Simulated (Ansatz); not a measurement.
# C6H: harmonic frequencies at the relaxed geometry from a Python script

At which frequencies does C6H vibrate? A script is to give harmonic frequencies at the relaxed geometry; the system is C6H. SMILES: C#CC#CC#[C].

Computed with Ansatz 0.2.0 through its Python package. Level of theory: r2SCAN/cc-pVDZ.

## Step 1: The system

Bond lengths: C1–C2 1.205 Å, C2–C3 1.412 Å, C3–C4 1.205 Å, C4–C5 1.412 Å, C5–C6 1.205 Å, C1–H7 1.058 Å. Angles: C1–C2–C3 180.0°, C2–C1–H7 180.0°, C2–C3–C4 180.0°, C3–C4–C5 180.0°, C4–C5–C6 180.0°.

The script holds or builds the structure itself.

## Step 2: Script

The input, c6h.py:

```python
# -*- coding: utf-8 -*-
"""Harmonic frequencies of C6H at its relaxed geometry."""

import itertools
import logging
import sys
import warnings

import ansatz as az
from ase.data import atomic_numbers, covalent_radii
import numpy as np

logging.basicConfig(stream=sys.stdout, format="%(name)s: %(message)s")
logger = logging.getLogger("c6h")
logger.setLevel(logging.INFO)

BASIS = "cc-pVDZ"
XC = "r2SCAN"

GEOMETRY = """
C    -2.59390    0.26750   -0.07210
C    -1.39540    0.14390   -0.03880
C     0.00840   -0.00090    0.00020
C     1.20690   -0.12440    0.03360
C     2.61080   -0.26920    0.07260
C     3.80930   -0.39280    0.10590
H    -3.64620    0.37600   -0.10140
"""


def main():
    warnings.simplefilter("ignore", az.DeckWarning)

    system = az.Crystal.molecule()
    for line in GEOMETRY.strip().splitlines():
        symbol, *xyz = line.split()
        system = system.atom(symbol, [float(v) for v in xyz])

    setup = (
        system.calculation()
        .basis(gaussian=BASIS)
        .functional(XC)
        .spin("collinear", total=1)
    )
    symbols = [site.symbol for site in system.cartesian_sites]
    start = np.array([site.position_ang for site in system.cartesian_sites], dtype=float)
    data = setup.relax(force_tolerance=0.003).run(threads=1).report
    end = np.array(data["positions_ang"])

    # pairs closer than 1.2 times the sum of covalent radii, before or after
    radius = [covalent_radii[atomic_numbers[s]] for s in symbols]
    span = lambda where, i, j: np.linalg.norm(where[i] - where[j])
    bonded = [(i, j) for i, j in itertools.combinations(range(len(symbols)), 2) if min(span(start, i, j), span(end, i, j)) < 1.2 * (radius[i] + radius[j])]
    logger.info("pair        before    after (A)")
    for i, j in bonded:
        print(f"{symbols[i]}{i}-{symbols[j]}{j}".ljust(10), f"{span(start, i, j):8.4f} {span(end, i, j):8.4f}")

    # same settings at the minimum
    minimum = az.Crystal.molecule()
    for symbol, place in zip(symbols, end):
        minimum = minimum.atom(symbol, place.tolist())
    vibrating = minimum.calculation()
    vibrating = vibrating.basis(gaussian=BASIS)
    vibrating = vibrating.functional(XC).spin("collinear", total=1)
    vibrating = vibrating.phonons(temperatures=(298.15, 498.15, 100))
    vib = vibrating.run(threads=1).report["vibrations"]
    sums = vib["harmonic_sums"]
    modes = [m["omega_inv_cm"] for m in sums["modes_at_gamma"] if m["rigid_motion"] == "no"]
    print("frequencies (1/cm):", " ".join(f"{w:.0f}" for w in modes))
    print("imaginary modes:", sum(w < 0 for w in modes), " zero-point energy:", round(sums["zero_point_energy_ev"], 4), "eV")
    logger.info("T (K)   F_vib (eV)   S_vib (meV/K)   C_vib (meV/K)")
    for row in zip(sums["temperatures_k"], sums["vibrational_free_energy_ev"], vib["entropy_ev_per_k"], vib["heat_capacity_ev_per_k"]):
        logger.info(f"{row[0]:6.1f} {row[1]:11.4f} {1000 * row[2]:13.4f} {1000 * row[3]:15.4f}")

    # all hydrogen replaced by deuterium
    heavier = vibrating.phonons(masses={"H": 2.014102}).run(threads=1).report["vibrations"]["harmonic_sums"]
    print("deuterated (1/cm):", " ".join(f"{m['omega_inv_cm']:.0f}" for m in heavier["modes_at_gamma"] if m["rigid_motion"] == "no"))
    print("zero-point energy falls by", round(sums["zero_point_energy_ev"] - heavier["zero_point_energy_ev"], 4), "eV")


if __name__ == "__main__":
    main()
```

## Step 3: What the engine is handed

The package turns the script's settings into the engine's input (first run):

```yaml
crystal:
  periodic: [false, false, false]
  atoms:
    - { symbol: C, position_ang: [-2.5939, 0.2675, -0.0721] }
    - { symbol: C, position_ang: [-1.3954, 0.1439, -0.0388] }
    - { symbol: C, position_ang: [0.0084, -0.0009, 0.0002] }
    - { symbol: C, position_ang: [1.2069, -0.1244, 0.0336] }
    - { symbol: C, position_ang: [2.6108, -0.2692, 0.0726] }
    - { symbol: C, position_ang: [3.8093, -0.3928, 0.1059] }
    - { symbol: H, position_ang: [-3.6462, 0.376, -0.1014] }
basis:
  gaussian:
    orbitals: cc-pVDZ
hamiltonian:
  xc: r2scan
magnetization:
  spin_polarized: true
  initial_magnetization: 1.0
relax:
  f_tol: 0.003
```

## Step 4: Launch

The run is started by

```console
$ python c6h.py
```

Without the output at hand: what should come out? Wanted: highest frequency; imaginary modes; zero-point energy.

The runs gave:

```
         quantity      value
    runs compared          3
highest frequency  3471 cm⁻¹
  imaginary modes          0
zero-point energy   0.937 eV
```

What this shows: Run 1: After 11 moves the largest shift is 0.104 Å. All frequencies are real, so the geometry is a minimum. The values are harmonic; measured fundamentals also hold anharmonic shifts, mostly downward for stretches. Caveats:
- The frequencies are harmonic and unscaled, in a modest basis.
- The run takes the species as open-shell (spin multiplicity 2), which needn't be its ground state.
